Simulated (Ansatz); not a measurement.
# Nudged elastic band run: H₇NSSi

input.yaml

```yaml
crystal:
  periodic: [false, false, false]
  atoms:
    - { symbol: Si, position_ang: [-0.140566, 0.345025, 0.101012] }
    - { symbol: "N", position_ang: [0.060197, -0.069738, 1.791903] }
    - { symbol: H, position_ang: [-0.790356, -0.27935, 2.324662] }
    - { symbol: H, position_ang: [0.666554, 0.543564, 2.346685] }
    - { symbol: H, position_ang: [1.232612, 0.504832, -0.470825] }
    - { symbol: H, position_ang: [-0.925606, 1.603676, -0.163474] }
    - { symbol: H, position_ang: [-0.861398, -0.80177, -0.539415] }
    - { symbol: S, position_ang: [1.674633, -2.857555, 1.473501] }
    - { symbol: H, position_ang: [0.56449, -3.44187, 0.941421] }
    - { symbol: H, position_ang: [0.99044, -1.642413, 1.688132] }
basis:
  gaussian: { orbitals: "6-31G*" }
hamiltonian:
  xc: lda
neb:
  order_check: false
  images: 7
  f_tol: 0.5
  max_iterations: 60
  final_atoms:
    - { symbol: Si, position_ang: [0.3145801, -0.21542986, -0.86800746] }
    - { symbol: "N", position_ang: [0.1014641, -0.8926911, 2.8256686] }
    - { symbol: H, position_ang: [-0.35503381, -1.62282243, 3.3850739] }
    - { symbol: H, position_ang: [-0.56401436, -0.12033261, 2.70122398] }
    - { symbol: H, position_ang: [0.92093447, -0.08396362, -2.23405934] }
    - { symbol: H, position_ang: [0.64168484, 1.0349437, -0.08560759] }
    - { symbol: H, position_ang: [-1.18442472, -0.21491991, -1.03717026] }
    - { symbol: S, position_ang: [1.07980352, -1.94581439, 0.07513952] }
    - { symbol: H, position_ang: [0.60873812, -1.49731057, 1.37862425] }
    - { symbol: H, position_ang: [0.90726773, -0.5372582, 3.35271639] }
  initial_path:
    images:
      - { positions_ang: [[-0.140566, 0.345025, 0.101012], [0.060197, -0.069738, 1.791903], [-0.790356, -0.27935, 2.324662], [0.666554, 0.543564, 2.346685], [1.232612, 0.504832, -0.470825], [-0.925606, 1.603676, -0.163474], [-0.861398, -0.80177, -0.539415], [1.674633, -2.857555, 1.473501], [0.56449, -3.44187, 0.941421], [0.99044, -1.642413, 1.688132]] }
      - { positions_ang: [[-0.10837242, 0.26330577, 0.07953108], [0.04768718, -0.05875007, 1.89006037], [-0.80787954, -0.28728956, 2.42292112], [0.72278736, 0.46719165, 2.43778749], [1.26446175, 0.38693636, -0.47432117], [-0.87137354, 1.5068852, -0.23258472], [-0.82106441, -0.89277285, -0.52662349], [1.57770663, -2.62865131, 1.2896639], [0.54960647, -3.35530756, 0.85743337], [0.91744053, -1.49714664, 1.74973406]] }
      - { positions_ang: [[-0.07617884, 0.18158655, 0.05805015], [0.03517736, -0.04776215, 1.98821774], [-0.82540309, -0.29522911, 2.52118024], [0.77902072, 0.3908193, 2.52888998], [1.2963115, 0.26904071, -0.47781734], [-0.81714108, 1.41009441, -0.30169545], [-0.78073081, -0.9837757, -0.51383197], [1.48078026, -2.39974761, 1.1058268], [0.53472295, -3.26874512, 0.77344574], [0.84444105, -1.35188028, 1.81133612]] }
      - { positions_ang: [[-0.04398527, 0.09986732, 0.03656923], [0.02266754, -0.03677422, 2.0863751], [-0.84292663, -0.30316867, 2.61943936], [0.83525407, 0.31444695, 2.61999246], [1.32816125, 0.15114507, -0.48131352], [-0.76290863, 1.31330361, -0.37080617], [-0.74039722, -1.07477855, -0.50104046], [1.38385389, -2.17084392, 0.92198969], [0.51983942, -3.18218268, 0.68945812], [0.77144158, -1.20661392, 1.87293818]] }
      - { positions_ang: [[-0.01179169, 0.0181481, 0.0150883], [0.01015772, -0.02578629, 2.18453247], [-0.86045017, -0.31110823, 2.71769848], [0.89148743, 0.23807461, 2.71109495], [1.360011, 0.03324943, -0.48480969], [-0.70867617, 1.21651281, -0.4399169], [-0.70006363, -1.16578139, -0.48824895], [1.28692751, -1.94194023, 0.73815259], [0.50495589, -3.09562024, 0.60547049], [0.6984421, -1.06134756, 1.93454024]] }
      - { positions_ang: [[0.06980126, -0.04024639, -0.20568564], [0.03298431, -0.24251249, 2.3448165], [-0.73409608, -0.63903678, 2.88454233], [0.52761198, 0.1484728, 2.70862721], [1.25024187, 0.00394616, -0.9221221], [-0.37108592, 1.17112053, -0.35133957], [-0.8211539, -0.92806602, -0.62547927], [1.23514651, -1.94290877, 0.57239932], [0.53090145, -2.69604282, 0.79875893], [0.75064851, -0.93032522, 2.28908428]] }
      - { positions_ang: [[0.1513942, -0.09864088, -0.42645958], [0.05581091, -0.4592387, 2.50510054], [-0.60774199, -0.96696533, 3.05138619], [0.16373654, 0.058871, 2.70615947], [1.14047274, -0.0253571, -1.35943451], [-0.03349567, 1.12572826, -0.26276224], [-0.94224417, -0.69035065, -0.7627096], [1.18336552, -1.94387731, 0.40664606], [0.55684701, -2.29646541, 0.99204737], [0.80285492, -0.79930288, 2.64362832]] }
      - { positions_ang: [[0.23298715, -0.15703537, -0.64723352], [0.07863751, -0.6759649, 2.66538457], [-0.4813879, -1.29489388, 3.21823005], [-0.20013891, -0.0307308, 2.70369172], [1.03070361, -0.05466036, -1.79674693], [0.30409459, 1.08033598, -0.17418491], [-1.06333445, -0.45263528, -0.89993993], [1.13158452, -1.94484585, 0.24089279], [0.58279256, -1.89688799, 1.18533581], [0.85506133, -0.66828054, 2.99817236]] }
      - { positions_ang: [[0.3145801, -0.21542986, -0.86800746], [0.1014641, -0.8926911, 2.8256686], [-0.35503381, -1.62282243, 3.3850739], [-0.56401436, -0.12033261, 2.70122398], [0.92093447, -0.08396362, -2.23405934], [0.64168484, 1.0349437, -0.08560759], [-1.18442472, -0.21491991, -1.03717026], [1.07980352, -1.94581439, 0.07513952], [0.60873812, -1.49731057, 1.37862425], [0.90726773, -0.5372582, 3.35271639]] }
```

Run as:

```bash
$ ansatz run input.yaml --threads 1 --pin off --max-ram 2048MiB --backend cpu --events-out ev --progress --plain --runs-dir out
```

Output, in part (warnings, iteration lines, the closing report on the highest movable image, with atoms numbered from 0):

```
NEB end point (image 0): max|allowed force component| = 2.471e-2 eV/Å (the criterion of neb.relax_end_points is 1.000e-1)
NEB end point (image 8): max|allowed force component| = 2.210e-2 eV/Å (the criterion of neb.relax_end_points is 1.000e-1)
NEB iter   1: max|band force component| = 1.025e2 eV/Å  barrier→ = 24.1061 eV  barrier← = 24.4916 eV  Δτ_max = 0.2000 Å  (229 SCF iters)
NEB iter   2: max|band force component| = 1.761e1 eV/Å  barrier→ = 4.6874 eV  barrier← = 5.0729 eV  Δτ_max = 0.2000 Å  (210 SCF iters)
NEB iter   3: max|band force component| = 1.147e1 eV/Å  barrier→ = 1.9821 eV  barrier← = 2.3676 eV  Δτ_max = 0.2000 Å  (202 SCF iters)
NEB iter   4: max|band force component| = 4.365e0 eV/Å  barrier→ = 1.3343 eV  barrier← = 1.7197 eV  Δτ_max = 0.2000 Å  (204 SCF iters)
NEB iter   5: max|band force component| = 2.078e0 eV/Å  barrier→ = 1.1677 eV  barrier← = 1.5531 eV  Δτ_max = 0.2000 Å  (190 SCF iters)
NEB iter   6: max|band force component| = 1.475e0 eV/Å  barrier→ = 0.8708 eV  barrier← = 1.2562 eV  Δτ_max = 0.1997 Å  (191 SCF iters)
NEB iter   7: max|band force component| = 2.231e0 eV/Å  barrier→ = 0.7400 eV  barrier← = 1.1255 eV  Δτ_max = 0.1014 Å  (185 SCF iters)
NEB iter   8: max|band force component| = 2.184e0 eV/Å  barrier→ = 0.7101 eV  barrier← = 1.0956 eV  Δτ_max = 0.0508 Å  (190 SCF iters)
NEB iter   9: max|band force component| = 7.060e-1 eV/Å  barrier→ = 0.6170 eV  barrier← = 1.0025 eV  Δτ_max = 0.1015 Å  (188 SCF iters)
NEB iter  10: max|band force component| = 5.407e-1 eV/Å  barrier→ = 0.5363 eV  barrier← = 0.9217 eV  Δτ_max = 0.2000 Å  (190 SCF iters)
NEB iter  11: max|band force component| = 1.757e0 eV/Å  barrier→ = 0.5521 eV  barrier← = 0.9375 eV  Δτ_max = 0.1011 Å  (194 SCF iters)
NEB iter  12: max|band force component| = 1.400e0 eV/Å  barrier→ = 0.5493 eV  barrier← = 0.9347 eV  Δτ_max = 0.1009 Å  (189 SCF iters)
NEB iter  13: max|band force component| = 5.747e-1 eV/Å  barrier→ = 0.4320 eV  barrier← = 0.8174 eV  Δτ_max = 0.2000 Å  (189 SCF iters)
NEB iter  14: max|band force component| = 6.683e-1 eV/Å  barrier→ = 0.4068 eV  barrier← = 0.7922 eV  Δτ_max = 0.1002 Å  (188 SCF iters)
NEB iter  15: max|band force component| = 4.117e-1 eV/Å  barrier→ = 0.4002 eV  barrier← = 0.7856 eV  CI = image 2  Δτ_max = 0.0000 Å  (374 SCF iters)
Total energy: -20232.62910750 eV, -743.5354055322 hartree
Atom 0 at     0.161645    -0.146821     0.071808 Å, force    -0.268247    -0.467324     0.119989 eV/Å
Atom 1 at     0.172655    -0.173448     2.010196 Å, force    -0.151449     0.188632    -0.173907 eV/Å
Atom 2 at    -0.756639    -0.479737     2.346048 Å, force     0.068707     0.019648     0.011300 eV/Å
Atom 3 at     0.403767     0.732315     2.451483 Å, force     0.045119     0.015699     0.064521 eV/Å
Atom 4 at     1.408775     0.267368    -0.630860 Å, force     0.166335    -0.069574     0.019045 eV/Å
Atom 5 at    -0.580430     1.193063     0.117069 Å, force     0.016864     0.088759     0.048095 eV/Å
Atom 6 at    -0.880885    -0.997294    -0.575495 Å, force    -0.107612     0.069688    -0.141103 eV/Å
Atom 7 at     1.351931    -2.340063     0.631894 Å, force     0.238675     0.168939    -0.081096 eV/Å
Atom 8 at     0.318590    -3.181454     0.924344 Å, force    -0.097138     0.092649    -0.040031 eV/Å
Atom 9 at     0.871591    -0.969529     2.147115 Å, force     0.088746    -0.107117     0.173188 eV/Å
Dipole moment:    -0.574878     0.603709     0.844831 e Å
```

The forces met the threshold. The threshold of 0.5 eV/Å is loose, so the images may lie well off the minimum-energy path. The order of the stationary point at the top wasn't checked. The orbitals stay closed-shell, which can raise the energy where a bond breaks towards radicals; this wasn't checked here.

Final band (atoms are numbered from 1 in the order of the input):

| image | path coordinate (Å) | energy (eV) | Si1–N2 (Å) | S8–H10 (Å) | Si1–S8 (Å) |
| --- | --- | --- | --- | --- | --- |
| 0 | 0.00 | 0.00 | 1.75 | 1.41 | 3.93 |
| 1 | 0.96 | 0.15 | 1.78 | 1.45 | 3.21 |
| 2 | 1.93 | 0.40 | 1.94 | 2.10 | 2.56 |
| 3 | 2.88 | 0.30 | 2.18 | 2.48 | 2.29 |
| 4 | 3.84 | 0.00 | 2.42 | 2.74 | 2.19 |
| 5 | 4.81 | -0.17 | 2.85 | 3.25 | 2.15 |
| 6 | 5.77 | -0.34 | 3.28 | 3.55 | 2.12 |
| 7 | 6.74 | -0.39 | 3.61 | 3.59 | 2.11 |
| 8 | 7.71 | -0.39 | 3.76 | 3.57 | 2.11 |

The run took 2.2 min on 1 thread of Arm Neoverse V2 (shared host), peak memory 0.11 GiB.
